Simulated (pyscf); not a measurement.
**Routes from F–CH₂–SiH₃ (SMILES FC[SiH3])**

Candidate steps break at most two bonds and form at most two. Each was searched with GFN2-xTB (tblite) first. Structures and frequencies: ωB97X-D3(BJ)/def2-SVP in PySCF. Energies: ωB97M-D3(BJ)/def2-TZVP, eV, from the reactant's lowest minimum found, singlet surface; ΔG‡ with ideal gas, 1 atm, RRHO with modes under 100 cm⁻¹ raised to 100, one conformer, R ln 2 for chiral ones without a mode under 150 cm⁻¹.

```json
[
 {"products": "F–SiH₃ + CH₂ [singlet]", "type": "1,1-elimination", "ΔE‡": "3.36", "ΔE": "+2.88", "ΔG‡ 298 K": "3.26", "ΔG‡ 900 K": "3.25", "ν‡ (cm⁻¹)": "447i"},
 {"products": "F–CH=SiH₂ + H₂", "type": "elimination", "ΔE‡": "3.94", "ΔE": "+2.58", "ΔG‡ 298 K": "3.76", "ΔG‡ 900 K": "3.78", "ν‡ (cm⁻¹)": "1003i"}
]
```

CH₂ [singlet] is an excited spin state, 0.39 eV over the triplet at ωB97X-D3(BJ)/def2-TZVP. Plain bond fissions and candidates not yet searched are not listed, and one of them may be faster. Each barrier is that of the saddle found; lower ones may exist. A restricted singlet here is unstable towards spin polarisation, as is usual where a triplet lies low; its energy is less safe.
